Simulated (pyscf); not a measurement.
Thermochemistry of product channels of HAs=AsH (SMILES [AsH]=[AsH]) + SiH₂ (SMILES [SiH2]) [singlet] on the singlet surface, in eV, from CCSD(T)/def2-TZVPP + ΔMP2(QZVPP) energies (ideal gas, 1 atm, RRHO with modes under 100 cm⁻¹ raised to 100, one conformer, R ln 2 for chiral ones without a mode under 150 cm⁻¹). PySCF, gas phase, ωB97X-D3(BJ)/def2-SVP geometries. Correlated levels are frozen-core, on RHF or UHF. ΔMP2 is the change of the MP2 total energy from the triple- to the quadruple-zeta basis.

| products | ΔE | ΔH(298 K) | ΔG(298 K) | ΔG(1200 K) |
|---|---|---|---|---|
| H₃Si–As=AsH (SMILES [SiH3][As]=[AsH]) | [?] | -2.54 | -2.10 | -0.82 |
| H₂Si=As–AsH₂ (SMILES [SiH2]=[As][AsH2]) | -2.23 | -2.10 | -1.66 | [?] |

Question: Some entries are withheld; supply them.

Answer: 
- H₃Si–As=AsH (SMILES [SiH3][As]=[AsH]), ΔE: -2.68
- H₂Si=As–AsH₂ (SMILES [SiH2]=[As][AsH2]), ΔG(1200 K): -0.42

These are energies of the channels, which say nothing of barriers. H₃Si–As=AsH lies 0.49 eV over its isomer cyclic H₄As₂Si (SMILES [SiH2]1[AsH][AsH]1) (electronic energy, ωB97M-D3(BJ)). H₂Si=As–AsH₂ lies 0.88 eV over its isomer cyclic H₄As₂Si (SMILES [SiH2]1[AsH][AsH]1) (electronic energy, ωB97M-D3(BJ)). The CCSD(T) − MP2 part came from Ansatz, without density fitting, on the same reference. The frozen core leaves the outer d or s,p core shells of the metals and heavy elements correlated in the MP2 and CC values, and def2-TZVPP describes them poorly, which can shift differences by a few kcal/mol. Elements up to Kr have no core potential and no relativistic terms here.
